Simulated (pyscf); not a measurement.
Optimised with ωB97X-D3(BJ)/def2-SVP in PySCF. MP2 and CC: frozen core, UHF for open shells. ΔMP2 is the change of the MP2 total energy from the triple- to the quadruple-zeta basis.

Question: Estimate by transition-state theory (the high-pressure limit) the rate constant of H₃C–CH(F)–F -> H₂C=CH–F + hydrogen fluoride (HF) (singlet surface; C–H, C–F broken, F–H formed) at 1200 K, with CCSD(T)/def2-TZVPP + ΔMP2(QZVPP) energies (ideal gas, 1 atm, RRHO with modes under 100 cm⁻¹ raised to 100, one conformer, R ln 2 for rigid chiral ones; no tunnelling).

Answer: The electronic barrier is 69.3 kcal/mol and the thermal terms add -7.1, so ΔG‡ = 62.2 kcal/mol. With k_BT/h = 2.50e+13 s⁻¹ and RT = 2.385 kcal/mol, k = 1.2e+02 s⁻¹, a half-life of 6.0e-03 s through this channel alone. Wigner's tunnelling factor for 1838i cm⁻¹ would be 1.20. A shift of 1 kcal/mol in the barrier changes k by a factor 1.5. One saddle was located; it need not be the lowest between these sides. The CCSD(T) − MP2 part came from Ansatz, without density fitting, on the same reference.
